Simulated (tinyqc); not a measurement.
Orbital energy against energy difference: ionisation energy by orbital energies and by energy differences in the 6-31g basis, for H2O, spin multiplicity 1. Computed by the program tinyqc with PySCF. The cation is unrestricted; errors are against CCSD(T) in this basis, not against experiment.

Geometry (angstrom):
```
atom,x,y,z
O,0.0000,0.0000,0.0000
H,0.0000,0.7250,0.5640
H,0.0000,-0.7460,0.5810
```

CCSD(T) difference in the same basis = 11.9782 eV

IP-EOM-CCSD = 11.7446 eV

First vertical ionisation energy (eV):
```
method,-e(HOMO),E(cation) - E,error of -e(HOMO),error of the difference
HF,13.688,11.08472,1.710,-0.894
LDA,6.328,12.81836,-5.650,0.840
PBE,6.250,12.49998,-5.728,0.522
B3LYP,8.005,12.55840,-3.973,0.580
PBE0,8.371,12.44330,-3.607,0.465
CAM-B3LYP,9.898,12.54901,-2.080,0.571
LC-wPBE,11.338,12.58481,-0.640,0.607
```

What does the comparison show, and why?

Koopmans errs by +1.71 eV and Delta-HF by -0.89 eV: relaxation, 2.60 eV, lowers the value and the missing correlation difference works against it. The PBE level is off by -5.7 eV through the wrong tail of its potential, though its energy difference is off by +0.52 eV; exact exchange deepens the level, and among the orbital energies LC-wPBE comes closest; among the differences PBE0 does.
